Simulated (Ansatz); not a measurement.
# One shape, several levels: singlet BHSCl+

Wanted: a comparison of 5 runs (BLYP/STO-3G, HSE06/STO-3G, PBE/STO-3G, revPBE/STO-3G, CCSD/STO-3G) of singlet BHSCl+. 

The calculation is run with Ansatz 0.2.0.

75 further runs of the same task are left out: 2 that didn't finish, 73 set aside as unsound or not needed.

**1. The structure to begin with**

The species is BHSCl+ (4 atoms), meant as a singlet with charge +1. As SMILES of the parent species, `S[B]Cl`. Geometry: relaxed at PBE0-D4/def2-TZVP. That shape belongs to the parent species and isn't relaxed for this state.

Bond lengths: S1–B2 1.766 Å, B2–Cl3 1.722 Å, S1–H4 1.344 Å. Angles: S1–B2–Cl3 124.8°, B2–S1–H4 96.3°.

**2. The energy at BLYP/STO-3G (run 1)**

run.yaml reads:

```yaml
basis:
  gaussian:
    orbitals: STO-3G
crystal:
  periodic: [false, false, false]
  atoms:
    - {symbol: S, position_ang: [0.566400, -0.789100, 0.531400]}
    - {symbol: B, position_ang: [-0.299600, 0.475700, -0.345800]}
    - {symbol: Cl, position_ang: [-2.014100, 0.616000, -0.427300]}
    - {symbol: H, position_ang: [1.802900, -0.362900, 0.221400]}
hamiltonian:
  xc: {name: BLYP}
accuracy: high
total_charge: 1
```

The run is started by

```
ansatz run run.yaml --threads 1 --pin off --max-ram 2610MiB --events-out events.jsonl --progress --plain --runs-dir runs
```

Log:

```text
Warning: RAYON_NUM_THREADS=1 ignored (pool sized by the plan → 1); use --threads N
Functional definition: BLYP
  name "BLYP"
  parameter beta = 0.0042
  parameter a = 0.04918
  parameter b = 0.132
  parameter c = 0.2533
  parameter d = 0.349
  exchange = b88_x(beta = beta)
  correlation = lyp_c(a = a, b = b, c = c, d = d)
427 factors; integrals over basis functions are off by at most 1.9e-8 eV
mean field evaluation 1: about -23774.0799 eV, gradient 2.1e1 eV
mean field evaluation 2: about -23737.8739 eV, gradient 1.1e2 eV
mean field evaluation 4: about -23776.0496 eV, gradient 6.4e0 eV
mean field evaluation 8: about -23776.2275 eV, gradient 5.3e-2 eV
mean field evaluation 16: about -23776.2275 eV, gradient 1.9e-7 eV
mean field -23776.22749381 eV, -873.7602442915 hartree, gradient 5.2e-9 eV, S^2 0.000000; 0 other end points of the search recorded, 0 dependent functions left out
reference -23776.22753056 eV, -873.7602456423 hartree; 19, 19 occupied and 5, 5 virtual orbitals, 427 factors
Total energy: -23776.22753056 eV, -873.7602456423 hartree
```

Run time: 1.2 s. Hardware: 1 thread of Arm Neoverse V1, shared host; peak memory 0.096 GiB.

**3. The energy at HSE06/STO-3G (run 2)**

Changes to run.yaml since step 2:

```diff
@@ -1,4 +1,3 @@
 basis:
-  gaussian:
-    orbitals: STO-3G
+  gaussian: {orbitals: STO-3G}
 crystal:
@@ -10,5 +9,4 @@
     - {symbol: H, position_ang: [1.802900, -0.362900, 0.221400]}
-hamiltonian:
-  xc: {name: BLYP}
+total_charge: 1
+hamiltonian: {xc: hse06}
 accuracy: high
-total_charge: 1
```

The run is started by

```
ansatz run run.yaml --threads 1 --pin off --max-ram 2610MiB --events-out events.jsonl --progress --plain --runs-dir runs
```

Log:

```text
Warning: RAYON_NUM_THREADS=1 ignored (pool sized by the plan → 1); use --threads N
Functional definition: HSE06
  name "HSE06"
  parameter a = 0.25
  parameter omega = 0.11/bohr
  exchange = pbe_x - a*pbe_x_sr(omega) + a*exact_x_sr(omega)
  correlation = pbe_c
427 factors; integrals over basis functions are off by at most 1.9e-8 eV
62 factors; integrals over basis functions are off by at most 7.9e-10 eV
mean field evaluation 1: about -23767.8467 eV, gradient 2.3e1 eV
mean field evaluation 2: about -23751.1816 eV, gradient 7.7e1 eV
mean field evaluation 4: about -23770.2283 eV, gradient 2.4e0 eV
mean field evaluation 8: about -23770.2320 eV, gradient 5.0e-2 eV
mean field evaluation 16: about -23770.2320 eV, gradient 4.0e-8 eV
mean field -23770.23201130 eV, -873.5399143734 hartree, gradient 3.9e-8 eV, S^2 0.000000; 0 other end points of the search recorded, 0 dependent functions left out
reference -23770.23201301 eV, -873.5399144362 hartree; 19, 19 occupied and 5, 5 virtual orbitals, 427 factors
Total energy: -23770.23201301 eV, -873.5399144362 hartree
```

Run time: 1.5 s. Hardware: 1 thread of Arm Neoverse V1, shared host; peak memory 0.096 GiB.

**4. The energy at PBE/STO-3G (run 3)**

in.yaml reads:

```yaml
basis:
  gaussian:
    orbitals: STO-3G
crystal:
  periodic: [false, false, false]
  atoms:
    - {symbol: S, position_ang: [0.566400, -0.789100, 0.531400]}
    - {symbol: B, position_ang: [-0.299600, 0.475700, -0.345800]}
    - {symbol: Cl, position_ang: [-2.014100, 0.616000, -0.427300]}
    - {symbol: H, position_ang: [1.802900, -0.362900, 0.221400]}
total_charge: 1
accuracy: high
hamiltonian:
  xc: pbe
```

The run is started by

```
ansatz run in.yaml --threads 1 --pin off --max-ram 2610MiB --events-out events.jsonl --progress --plain --runs-dir runs
```

Log:

```text
Warning: RAYON_NUM_THREADS=1 ignored (pool sized by the plan → 1); use --threads N
Functional definition: PBE
  name "PBE"
  parameter kappa = 0.804
  parameter beta = 0.06672455060314922
  exchange = pbe_x(kappa = kappa, mu = beta*pi^2/3)
  correlation = pbe_c(beta = beta)
427 factors; integrals over basis functions are off by at most 1.9e-8 eV
mean field evaluation 1: about -23765.2690 eV, gradient 2.1e1 eV
mean field evaluation 2: about -23730.8337 eV, gradient 1.0e2 eV
mean field evaluation 4: about -23767.2430 eV, gradient 6.3e0 eV
mean field evaluation 8: about -23767.4084 eV, gradient 1.4e-1 eV
mean field evaluation 16: about -23767.4085 eV, gradient 2.5e-7 eV
mean field -23767.40847297 eV, -873.4361512536 hartree, gradient 2.1e-8 eV, S^2 0.000000; 0 other end points of the search recorded, 0 dependent functions left out
reference -23767.40847469 eV, -873.4361513166 hartree; 19, 19 occupied and 5, 5 virtual orbitals, 427 factors
Total energy: -23767.40847469 eV, -873.4361513166 hartree
```

It took 1.2 s on 1 thread of Arm Neoverse V1, shared host; peak memory 0.095 GiB.

Run 4 isn't shown in full; the table further down has it.

**5. A single-point energy at CCSD/STO-3G (run 5)**

job.yaml reads:

```yaml
crystal:
  periodic: [false, false, false]
  atoms:
    - {symbol: S, position_ang: [0.566400, -0.789100, 0.531400]}
    - {symbol: B, position_ang: [-0.299600, 0.475700, -0.345800]}
    - {symbol: Cl, position_ang: [-2.014100, 0.616000, -0.427300]}
    - {symbol: H, position_ang: [1.802900, -0.362900, 0.221400]}
basis:
  gaussian:
    orbitals: STO-3G
total_charge: 1
correlation:
  method: ccsd
  frozen_orbitals: {B: 1, Cl: 5, H: 0, S: 5}
accuracy: high
scf:
  omitted_lower_state_checks: [cluster_reference, increment]
```

The run is started by

```
ansatz run job.yaml --threads 1 --pin off --max-ram 2610MiB --events-out events.jsonl --progress --plain --runs-dir runs
```

Log, shortened:

```text
Warning: RAYON_NUM_THREADS=1 ignored (pool sized by the plan → 1); use --threads N
Functional definition: HF
  name "HF"
[...]
427 factors; integrals over basis functions are off by at most 1.9e-8 eV
[...]
mean field -23740.85349770 eV, -872.4602739118 hartree, gradient 1.5e-8 eV, S^2 0.000000; 0 other end points of the search recorded, 0 dependent functions left out
11 core orbitals not correlated: weight in the atoms' cores, before any rotation towards them, 1.000 or more for the frozen orbitals, at most 0.000 for the correlated occupied ones
reference -23740.85349770 eV, -872.4602739118 hartree; 8, 8 occupied and 5, 5 virtual orbitals, 427 factors
second order -2.75819128 eV of doubles, -0.00000000 eV of singles
cycle   1  -2.88688007 eV  change   -1.3e-1 eV  update   1.3e-1
[...]
cycle  26  -3.28670615 eV  change  -6.2e-10 eV  update  7.0e-10
Total energy: -23744.14020385 eV, -872.5810581351 hartree
Checks for a lower state left out: cluster_reference, increment
```

Wall time 0.24 s (1 thread of Arm Neoverse V1, shared host).

**6. Overview of the runs**

```csv
run,level,frozen core orbitals,energy (Eh),wall time
1,BLYP/STO-3G,–,-873.760246,1.2 s
2,HSE06/STO-3G,–,-873.539914,1.5 s
3,PBE/STO-3G,–,-873.436151,1.2 s
4,revPBE/STO-3G,–,-873.702917,1.2 s
5,CCSD/STO-3G,11,-872.581058,0.24 s
```

**7. Summary of results**

```
                                           quantity          value
                                run 5: total energy  -872.58106 Eh
run 5: correlation energy (11 core orbitals frozen)     -120.8 mEh
                               run 5: T1 diagnostic          0.031
```

In words: Totals of different functionals can't be ranked against each other. In run 5 the T1 diagnostic is large, so a single reference may not serve. In runs 1, 2, 3, 4, 5 the basis is minimal, so the values are rough. All runs together took 5.3 s, the longest 1.5 s.
